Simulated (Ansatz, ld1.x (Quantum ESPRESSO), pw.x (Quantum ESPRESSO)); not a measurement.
## pw.x on diamond Re: one setting changed

Potential: norm-conserving Troullier–Martins (Kleinman–Bylander form), ld1.x (Quantum ESPRESSO) 7.5, PBEsol; core [Xe] 4f14, reference 5d5 6s2 6p0; waves: 6s (bound): rc 2.00 bohr; 6p (bound, empty): rc 3.20 bohr; 5d (bound): rc 1.55 bohr; local part: all-electron potential smoothed inside 3.10 bohr (lloc = -1); core correction: none.

The reference run (k-mesh 8³, cutoffs 75/300 Ry, Fermi–Dirac 0.01 Ry, mixing_beta 0.4, conv_thr 1e-9, no spin) gives 2.06 GPa at 21.873 Å³/atom, where all-electron LAPW gives 0.08 GPa. This run, with its own iteration cap, changes k-mesh points per axis to 6.

```
&control
  calculation='scf', prefix='x', pseudo_dir='./', outdir='./tmp', tstress=.true., disk_io='none'
/
&system
  ibrav=0, nat=2, ntyp=1, ecutwfc=75, ecutrho=300, nbnd=15,
  occupations='smearing', smearing='fd', degauss=0.01
/
&electrons
  conv_thr=1e-09, mixing_beta=0.4, electron_maxstep=50
/
ATOMIC_SPECIES
Re 1.0 Re.UPF
CELL_PARAMETERS angstrom
  0.00000000 2.79663712 2.79663712
  2.79663712 0.00000000 2.79663712
  2.79663712 2.79663712 0.00000000
ATOMIC_POSITIONS crystal
Re 0.0000 0.0000 0.0000
Re 0.2500 0.2500 0.2500
K_POINTS automatic
6 6 6 0 0 0
```

```bash
pw.x < Re.scf.in > Re.scf.out
```

Q: How does the run end?

A: It converges in 8 iterations; the free energy moves by +13.9 meV/atom and the pressure by +0.22 GPa.

```
Message from routine setup:
     using ibrav=0 with symmetry is DISCOURAGED, use correct ibrav instead
     lattice parameter (alat)  =       7.4739  a.u.
     unit-cell volume          =     295.2126 (a.u.)^3
     number of electrons       =        14.00
     number of Kohn-Sham states=           15
     kinetic-energy cutoff     =      75.0000  Ry
     charge density cutoff     =     300.0000  Ry
     scf convergence threshold =      1.0E-09
     Exchange-correlation= PBESOL
     number of k points=    16  Fermi-Dirac smearing, width (Ry)=  0.0100
     iteration #  1     ecut=    75.00 Ry     beta= 0.40
     total energy              =     -44.36421354 Ry
     estimated scf accuracy    <       0.07226988 Ry
     iteration #  2     ecut=    75.00 Ry     beta= 0.40
     total energy              =     -44.35887949 Ry
     estimated scf accuracy    <       0.01924712 Ry
     iteration #  3     ecut=    75.00 Ry     beta= 0.40
     total energy              =     -44.35991316 Ry
     estimated scf accuracy    <       0.00040779 Ry
     [... 2 iterations left out ...]
     iteration #  6     ecut=    75.00 Ry     beta= 0.40
     total energy              =     -44.35999576 Ry
     estimated scf accuracy    <          4.5E-09 Ry
     iteration #  7     ecut=    75.00 Ry     beta= 0.40
     total energy              =     -44.35999577 Ry
     estimated scf accuracy    <          4.2E-09 Ry
     iteration #  8     ecut=    75.00 Ry     beta= 0.40
     the Fermi energy is     9.7834 ev
!    total energy              =     -44.35999577 Ry
     estimated scf accuracy    <          1.2E-10 Ry
     smearing contrib. (-TS)   =      -0.00756206 Ry
     The total energy is F=E-TS. E is the sum of the following terms:
     one-electron contribution =      10.69576797 Ry
     hartree contribution      =       4.91403769 Ry
     xc contribution           =     -10.01726564 Ry
     ewald contribution        =     -49.94497372 Ry
     convergence has been achieved in   8 iterations
          total   stress  (Ry/bohr**3)                   (kbar)     P=       22.85
     Message from routine punch:
     Nothing written, as per user request (disk_io='none')
```

The run took about 14 s on one core of a shared host (Neoverse-V1, 32 threads, 247 GiB, load 26).
